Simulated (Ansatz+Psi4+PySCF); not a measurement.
## singlet HCl: levels of theory in one basis

```xyz
2

Cl    0.0000    0.0000    0.0711
H     0.0000    0.0000   -1.8489
```

Basis set: cc-pVTZ on H; cc-pV(T+d)Z on Cl (spherical functions). Correlated methods keep 5 orbitals frozen. Charge 0, multiplicity 1.

Computed with Ansatz (development build ahead of 0.2.0); each method stands on the lowest determinant of its kind that the runs found.

| method | E − E(RHF) (eV) | <S²> of the determinant |
| --- | --- | --- |
| RHF | 0.00 | 0.00 |
| UHF | -0.30 | 0.49 |
| UHF-MP2 | -5.28 | 0.49 |
| RHF-CCSD | -6.51 | – |
| UHF-CCSD | -6.47 | 0.49 |
| RHF-CCSD(T) | -6.80 | – |
| UHF-CCSD(T) | -6.76 | 0.49 |

(1) What does RHF-MP2 give on the same scale?

(2) Is a single determinant a sound starting point here?

## Answers

(1) -5.81 eV.

(2) It is doubtful. Unrestricted orbitals lower Hartree–Fock by 0.30 eV and <S²> is 0.49 where a pure state has 0.00, a sign of strong static correlation.

Caution for RHF, RHF-MP2, RHF-CCSD, RHF-CCSD(T): an unrestricted determinant lies well below. Caution for UHF, UHF-MP2, UHF-CCSD, UHF-CCSD(T): the unrestricted determinant is spin contaminated. Caution for UHF-MP2, UHF-CCSD, UHF-CCSD(T): large amplitudes, a single reference is doubtful; a plain start can end on a higher determinant. Caution for UHF-MP2: another reference gives a lower total.
